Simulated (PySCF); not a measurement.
Gas-phase reaction: 3 Si₂H₆ + C₄H₂ + 2 C₄H₈ (cyclic) → 6 vinylsilane

Energies from PySCF, thermal terms from the rigid-rotor harmonic-oscillator model, ideal gas at 1 bar. † marks an energy on the PBE0/def2-TZVP geometry and frequencies; other levels use their own. 6-31G* has spherical d functions here. All species are closed-shell singlets.

```json
[
 {"level": "BLYP/def2-TZVP†", "ΔH°(298 K), kJ": "-206"},
 {"level": "HF/6-31G*", "ΔH°(298 K), kJ": "-189"},
 {"level": "HF/def2-TZVP†", "ΔH°(298 K), kJ": "-246"},
 {"level": "M06-2X/def2-TZVP†", "ΔH°(298 K), kJ": "…"},
 {"level": "PBE/def2-SVP", "ΔH°(298 K), kJ": "-78"},
 {"level": "PBE0/def2-QZVP†", "ΔH°(298 K), kJ": "…"},
 {"level": "PBE0/def2-SVP†", "ΔH°(298 K), kJ": "…"},
 {"level": "r2SCAN/def2-TZVP†", "ΔH°(298 K), kJ": "-153"},
 {"level": "LDA/def2-TZVP†", "ΔH°(298 K), kJ": "-66"},
 {"level": "ωB97X-V/def2-TZVP†", "ΔH°(298 K), kJ": "…"}
]
```

**Question.** Some entries are withheld; supply them.

**Answer.** 
- M06-2X/def2-TZVP†, ΔH°(298 K), kJ: -174
- PBE0/def2-QZVP†, ΔH°(298 K), kJ: -122
- PBE0/def2-SVP†, ΔH°(298 K), kJ: -80
- ωB97X-V/def2-TZVP†, ΔH°(298 K), kJ: -148
